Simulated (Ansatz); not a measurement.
`C=C=CCO` → `[CH2]` (triplet) + `C=C=CO` at 400 K and 1 bar (formal loss of a carbene).

Calculated with Ansatz (gas phase, PBE0-D4/def2-TZVP geometries, no zero-point term in ΔE). CCSD(T)/CBS is the MP2 limit (def2-TZVPP, def2-QZVPP) plus CCSD(T) − MP2 in def2-TZVPP, frozen cores. This one scheme is used for every species. Triplets are unrestricted, without spin–orbit coupling. One conformer a species, not always the lowest.

```
          species  CCSD(T)/CBS energy (Eh)  H − E (kJ/mol)  S (J/(mol·K))
        `C=C=CCO`               -230.92015           264.0          345.8
`[CH2]` (triplet)                -39.09499            59.0          205.7
         `C=C=CO`               -191.65809           183.5          304.8
```

H − E and S are ideal-gas, rigid-rotor, harmonic terms from PBE0-D4/def2-TZVP, for one conformer and one mirror image of each species, with the whole ground term of open shells counted as degenerate. 1 Eh = 2625.50 kJ/mol, R = 8.31446 J/(mol·K).

Q: By hand: ΔE, ΔH, ΔS and ΔG.

A: ΔE = (-39.09499) + (-191.65809) − (-230.92015) = 0.16707 Eh = 438.6 kJ/mol. Δ(H − E) = 59.0 + 183.5 − 264.0 = -21.5, so ΔH = 417.1 kJ/mol. ΔS = 205.7 + 304.8 − 345.8 = 164.7 J/(mol·K). ΔG = 417.1 − 400 × (164.7)/1000 = 351.2 kJ/mol.

Q: By hand: the equilibrium constant, and the temperature at which ΔG would vanish if ΔH and ΔS stayed fixed.

A: log₁₀ K = −ΔG/(RT ln 10) = -45.9. ΔG = 0 at ΔH/ΔS = 2532 K, far beyond where these terms or the molecules hold.

The number of gas molecules changes by +1, which sets the sign of ΔS. A doubt of 5 kJ/mol in ΔE shifts log₁₀ K by 0.7 here. Other conformers and mirror images would add mixing entropy, several J/(mol·K) or more a flexible species. A triplet takes part, so the spin changes. These are equilibria of isolated gas molecules and say nothing of rates. Largest T1 diagnostic: 0.013 (customary marks: 0.02 for closed shells, 0.045 for open ones).
